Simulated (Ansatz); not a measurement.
Ansatz (an electronic-structure program) input:

Ansatz 0.2 input:
```yaml
crystal:
  periodic: [false, false, false]
  atoms:
    - {symbol: C, position_ang: [0.00109578, 0.88292603, -0.03266360]}
    - {symbol: C, position_ang: [0.76578700, -0.36066336, 0.05127381]}
    - {symbol: C, position_ang: [-0.76663254, -0.35872664, 0.05221618]}
    - {symbol: H, position_ang: [0.00167460, 1.68930054, -0.74864081]}
    - {symbol: H, position_ang: [1.29435639, -0.71852672, -0.82707129]}
    - {symbol: H, position_ang: [1.25040395, -0.61994978, 0.98734664]}
    - {symbol: H, position_ang: [-1.25075168, -0.61678875, 0.98888473]}
    - {symbol: H, position_ang: [-1.29718468, -0.71525146, -0.82547761]}
basis:
  gaussian:
    orbitals: def2-TZVP
hamiltonian:
  xc: b3lyp
  dispersion: d3bj
magnetization: {spin_polarized: true, initial_magnetization: 1}
phonons: {temperatures: {t_min: 298.15, t_max: 298.15, t_step: 100}}
```

Which total energy does the run end on?

-117.26804 Eh (B3LYP-D3(BJ)/def2-TZVP). The basis has 123 functions.

It need not be the lowest isomer of its formula.
